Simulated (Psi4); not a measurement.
Process, species as SMILES: C#N (CH-N) + H+ → C#[NH+]
B3LYP-D3(BJ)/def2-TZVP geometries, fixed; electronic energies without zero-point terms; positive where energy is released.
Largest species:
```xyz
4

C      0.0000     0.0000    -0.5980
N      0.0000     0.0000     0.5315
H      0.0000     0.0000    -1.6793
H      0.0000     0.0000     1.5473
```
Charge +1, spin multiplicity 1.

Basis-set convergence of the proton affinity at HF with Psi4. Cartesian d functions, on some or all atoms, in 6-31G*; all else is spherical. Density fitting with the program's default auxiliary sets. Psi4's default fitting sets serve the pcseg sets less well. The proton sits at the site shown, which need not be the one that binds it best. No added dispersion term, no relativity. Functions are those of the species that has most. Reference: the value in aug-cc-pVQZ, 180.22 kcal/mol, itself unsure by roughly 0.05 kcal/mol (its mean distance from cc-pV5Z, def2-QZVPPD, def2-QZVPP). Deviations are taken from unrounded values.

| basis | functions | proton affinity (kcal/mol) | minus reference (kcal/mol) |
|---|---|---|---|
| 6-31G* | 34 | 178.09 | -2.13 |
| cc-pVDZ | 38 | 178.69 | -1.53 |
| 6-311G** | 48 | 179.61 | -0.61 |
| 6-311+G** | 56 | 178.85 | -1.37 |
| aug-pcseg-1 | 64 | 177.76 | -2.46 |
| def2-TZVPD | 92 | 179.67 | -0.55 |
| 6-311++G(3df,3pd) | 114 | 179.87 | -0.35 |
| def2-QZVPPD | 192 | 180.26 | 0.04 |
| aug-cc-pVQZ | 252 | 180.22 | 0.00 |

The smallest set listed that lies within 1 kcal/mol of the reference with all its larger relatives (same family, alike in diffuse functions; a set with none counts only in the reference's own line) is def2-TZVPD (92 functions, -0.55 kcal/mol off). Inside, with no larger relative to test it: 6-311G**, 6-311++G(3df,3pd). (Relatives not listed, tested too: def2-TZVPPD -0.10 kcal/mol.)
